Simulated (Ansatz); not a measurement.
**BeF (doublet): wave-function methods side by side at distance F1–Be2 = 1.370 Å, cc-pVTZ**

Aim: climb from Hartree-Fock through coupled cluster and multireference methods for BeF (doublet) at one geometry and basis, and see what each rung misses.

Program: Ansatz 0.2.0, Gaussian basis. Level of theory: cc-pVTZ, core rule «outside noble gas», up to 2 orbitals frozen. These are calculated values, not measurements.

To be run: UHF; CCSD(T) on ROHF; CCSD(T) on UHF; BCCD(T) on ROHF; CISD; CCSDT(Q) on ROHF; CCSDT(Q) on UHF; CASSCF and NEVPT2, 3 electrons in 3 orbitals.

21 further runs of the same task are left out: 10 for a known fault of the program, 9 that didn't finish, 2 set aside as unsound or not needed.

## 1. The system

The geometry derives from a PBE0/def2-TZVP stationary point (not a proven minimum). One bond is set to the value named and the two fragments are kept rigid.

2 atoms, charge 0, spin multiplicity 2.

Atoms are counted from 1 here; the program's logs count them from 0.

Bond lengths: F1–Be2 1.370 Å.

## 2. UHF

The input, in.yaml:

```yaml
crystal:
  periodic: [false, false, false]
  atoms:
    - {symbol: F, position_ang: [0.000000, 0.000000, 0.000000]}
    - {symbol: Be, position_ang: [0.000000, 0.000000, 1.370100]}
basis:
  gaussian: {orbitals: cc-pVTZ}
magnetization: {spin_polarized: true, initial_magnetization: 1}
hamiltonian: {xc: hf}
output: {orbitals: {seedname: orbitals}}
```

Run with:

```sh
$ ansatz run in.yaml --threads 1 --pin off --events-out ev --progress --plain --max-ram 2393MiB
```

After this run come: CCSD(T) on ROHF; CCSD(T) on UHF; BCCD(T) on ROHF; CISD; CCSDT(Q) on ROHF; CCSDT(Q) on UHF; CASSCF and NEVPT2, 3 electrons in 3 orbitals.

Before running them: what should the planned runs give, taken together? Wanted: UCCSDT(Q) below the RHF energy; RMP2 from UCCSDT(Q); UMP2 from UCCSDT(Q); RCCSD from UCCSDT(Q); RCCSD(T) from UCCSDT(Q); UCCSD(T) from UCCSDT(Q); RCCSDT(Q) from UCCSDT(Q); NEVPT2 pair from UCCSDT(Q); T1 diagnostic.

As calculated:

| quantity | value |
| --- | --- |
| UCCSDT(Q) below the RHF energy | -7.8699 eV |
| RMP2 from UCCSDT(Q) | +234.4 meV |
| UMP2 from UCCSDT(Q) | +230.8 meV |
| RCCSD from UCCSDT(Q) | +235.6 meV |
| RCCSD(T) from UCCSDT(Q) | +10.7 meV |
| UCCSD(T) from UCCSDT(Q) | +10.4 meV |
| RCCSDT(Q) from UCCSDT(Q) | +2.9 meV |
| NEVPT2 pair from UCCSDT(Q) | +292.3 meV |
| levels within 1 kcal/mol (43 meV) | RCCSD(T), UCCSD(T), BCCD(T), RCCSDT, UCCSDT, RCCSDT(Q) |
| T1 diagnostic | 0.016 |

What this shows: RCCSD(T) misses by +10.7 meV, 0.1 % of the correlation energy. These misses are within one basis, not against nature; the frozen cores of restricted and unrestricted runs differ, which can shift their rows.
